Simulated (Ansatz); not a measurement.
# CH3 (quartet): from Hartree-Fock to the top rungs, cc-pVDZ

Aim: climb from Hartree-Fock through coupled cluster and multireference methods for CH3 (quartet) at one geometry and basis, and see what each rung misses.

Program: Ansatz 0.2.0, Gaussian basis. Level of theory: cc-pVDZ, core rule «outside noble gas», up to 1 orbitals frozen. These are calculated values, not measurements.

To be run: UHF; CCSD(T) on ROHF; CCSD(T) on UHF; BCCD(T) on ROHF; CISD as a restricted active space (open shells left free, so some higher excitations enter); CCSDT(Q) on ROHF; CCSDT(Q) on UHF; CISDTQ; CCSDTQ on ROHF; CCSDTQ on UHF; CASSCF and MRCISD+Q, 7 electrons in 7 orbitals; CASSCF and NEVPT2, 7 electrons in 7 orbitals; Full CI; Full CI in the symmetry of the determinant.

4 further runs of the same task are left out: 4 set aside as unsound or not needed. Runs told in other sessions of the task aren't counted.

**1. The geometry**

The geometry is a PBE0/def2-TZVP stationary point (not a proven minimum) of the parent state, kept for this charge and spin.

4 atoms, charge 0, spin multiplicity 4.

Atoms are counted from 1 here; the program's logs count them from 0.

Bond lengths: C1–H2 1.080 Å, C1–H3 1.080 Å, C1–H4 1.080 Å. Angles: H2–C1–H3 120.0°, H2–C1–H4 120.0°, H3–C1–H4 120.0°.

**2. UHF**

in.yaml

```yaml
crystal:
  periodic: [false, false, false]
  atoms:
    - {symbol: C, position_ang: [0.000000, 0.000000, 0.000000]}
    - {symbol: H, position_ang: [1.079931, 0.014026, -0.000321]}
    - {symbol: H, position_ang: [-0.552113, 0.928231, -0.002734]}
    - {symbol: H, position_ang: [-0.527818, -0.942256, 0.003055]}
basis:
  gaussian: {orbitals: cc-pVDZ}
magnetization: {spin_polarized: true, initial_magnetization: 3}
hamiltonian: {xc: hf}
output: {orbitals: {seedname: orbitals}}
```

On the command line:

```sh
$ ansatz run in.yaml --threads 1 --pin off --events-out ev --progress --plain --max-ram 4096MiB --backend cpu
```

After this run come: CCSD(T) on ROHF; CCSD(T) on UHF; BCCD(T) on ROHF; CISD as a restricted active space (open shells left free, so some higher excitations enter); CCSDT(Q) on ROHF; CCSDT(Q) on UHF; CISDTQ; CCSDTQ on ROHF; CCSDTQ on UHF; CASSCF and MRCISD+Q, 7 electrons in 7 orbitals; CASSCF and NEVPT2, 7 electrons in 7 orbitals; Full CI; Full CI in the symmetry of the determinant.

**Question.** What will the summary of the whole plan be? Wanted: FCI from the RHF energy; RMP2 from FCI; UMP2 from FCI; RCCSD from FCI; RCCSD(T) from FCI; UCCSD(T) from FCI; RCCSDT(Q) from FCI; UCCSDT(Q) from FCI; NEVPT2 valence from FCI.

**Answer**, as computed:

| quantity | value |
| --- | --- |
| FCI from the ROHF energy | -3.8641 eV |
| RMP2 from FCI | +893.0 meV |
| UMP2 from FCI | +875.1 meV |
| RCCSD from FCI | +196.9 meV |
| RCCSD(T) from FCI | +55.9 meV |
| UCCSD(T) from FCI | +69.5 meV |
| RCCSDT(Q) from FCI | +1.1 meV |
| UCCSDT(Q) from FCI | +0.9 meV |
| NEVPT2 valence from FCI | +801.7 meV |
| MRCISD+Q valence from FCI | +187.4 meV |
| levels within 1 kcal/mol (43 meV) | RCCSDT, UCCSDT, CISDTQ, RCCSDT(Q), UCCSDT(Q), RCCSDTQ, UCCSDTQ |
| T1 diagnostic | 0.017 |
| effectively unpaired electrons | 3.05 |

RCCSD(T) misses by +55.9 meV, 1.4 % of the correlation energy. One determinant dominates. Of the multireference levels listed MRCISD+Q valence comes nearest in total energy (+187.4 meV), which doesn't show that its space is the better one. Coupled cluster took another determinant than the lowest Hartree-Fock one. These misses are within one basis, not against nature; the frozen cores of restricted and unrestricted runs differ, which can shift their rows.

Levels on UHF freeze UHF's core orbitals, full CI those of ROHF, so the U rows can settle a little off it for that reason alone.

With open shells the CI space here admits some higher excitations, so it is larger than plain CISD.
